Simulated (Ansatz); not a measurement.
Z-matrix (Å, degrees):
```
O
H 1 0.9756
```
Charge 0, spin multiplicity 2.

Computed with Ansatz (a program for electronic structure) with frozen-core CCSD(T)/cc-pVTZ // r2SCAN-D4/def2-TZVP.

The HF energy is -75.41902 Ha and the MP2 correlation energy is -0.19983 Ha.

Problem. Estimate the CCSD correlation energy, the (T) correction, the total energy and the T1 diagnostic.

Solution. 
```yaml
CCSD correlation energy: -0.21358 Ha
"(T) correction": -0.00511 Ha
CCSD(T) total energy: -75.63771 Ha
T1 diagnostic: 0.007
```
